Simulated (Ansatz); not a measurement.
**BH₃O + CH₄: a complex and its separated parts**

The complex below is one end of an elementary step. How strongly is it bound against its free parts?

The runs use Ansatz 0.2.0, Gaussian basis; PBE0-D4/def2-TZVP structures, single points in def2-TZVPP, no counterpoise correction.

Levels: SPW92, PBE-D4, BLYP-D4, r2SCAN-D4, B97M-V, PBE0-D4, B3LYP-D4, r2SCAN0-D4, BHLYP-D4, CAM-B3LYP-D4, wB97X-V, wB97M-V, B2PLYP, PBE-QIDH, RPA on PBE, Hartree-Fock, MP2, CCSD, CCSD(T).

Cores are frozen in the correlated methods. B3LYP uses VWN-RPA correlation. B2PLYP carries no dispersion term here.

21 further runs of the same task are left out: 21 set aside as unsound or not needed.

## 1. The starting structure

The complex: 10 atoms, charge 0, spin multiplicity 1.

Atoms are counted from 1 here; the program's logs count them from 0.

Bond lengths: B1–H3 1.196 Å, B1–H4 1.202 Å, B1–O6 1.348 Å, C2–H5 1.090 Å, C2–H7 1.090 Å, C2–H8 1.090 Å, C2–H9 1.090 Å, O6–H10 0.961 Å. Angles: H3–B1–H4 122.5°, H3–B1–O6 116.8°, H4–B1–O6 120.7°, H5–C2–H7 109.5°, H5–C2–H8 109.7°, H5–C2–H9 109.4°, H7–C2–H8 109.4°, H7–C2–H9 109.3°, H8–C2–H9 109.5°, B1–O6–H10 113.4°.

As a file:

```xyz
10

B    -1.01344   -1.27004    0.52255
C     1.26659    0.97345   -0.67825
H    -0.85913   -1.92797   -0.46439
H    -0.30245   -1.37407    1.48570
H     0.24668    1.30163   -0.87734
O    -2.04129   -0.39752    0.51746
H     1.96729    1.63669   -1.18472
H     1.45769    0.99740    0.39456
H     1.39931   -0.04296   -1.04883
H    -2.12114    0.10347    1.33316
```

Its parts: BH₃O holds atoms 1, 3, 4, 6, 10; CH₄ holds atoms 2, 5, 7, 8, 9. Each part counts its atoms afresh in its own runs.

## 2. Relaxing BH₃O alone

Contents of relax-a/in.yaml:

```yaml
crystal:
  periodic: [false, false, false]
  atoms:
    - {symbol: B, position_ang: [-1.013440, -1.270036, 0.522550]}
    - {symbol: H, position_ang: [-0.859129, -1.927970, -0.464391]}
    - {symbol: H, position_ang: [-0.302450, -1.374073, 1.485702]}
    - {symbol: O, position_ang: [-2.041290, -0.397517, 0.517464]}
    - {symbol: H, position_ang: [-2.121145, 0.103471, 1.333157]}
basis:
  gaussian: {orbitals: def2-TZVP}
hamiltonian: {xc: pbe0, dispersion: d4}
relax: {f_tol: 0.005, max_steps: 200}
```

No record of the launch command was kept for these runs.

The runs that follow: Relaxing CH₄ alone; wB97M-V/def2-TZVPP; CCSD(T)/def2-TZVPP; Vibrations of BH₃O; Vibrations of CH₄.

Before running it: what results should come out? Wanted: complex less parts, CCSD(T)/def2-TZVPP; with zero-point energy; largest T1 diagnostic.

**Answer**, as computed:

```
                              quantity        value
complex less parts, CCSD(T)/def2-TZVPP  -3.5 kJ/mol
                with zero-point energy  -1.2 kJ/mol
                 largest T1 diagnostic        0.014
```

**Reading.** At CCSD(T) the complex lies 3.5 kJ/mol below its parts. The functionals run from B3LYP-D4, off by +0.1 kJ/mol, to SPW92, off by -3.3 kJ/mol, against CCSD(T). By rung, the mean size of the error is: LDA 3.3, GGA 0.9, meta-GGA 0.4, hybrid 0.4, range-separated hybrid 0.3, double hybrid 2.2 kJ/mol. PBE-D4 gives a relative energy 1.1 kJ/mol too low, an error of 30 % of the reference. No counterpoise was applied, and triple zeta lacks some correlation, so the CCSD(T) reference has a basis error of its own, and close matches with it are partly luck.
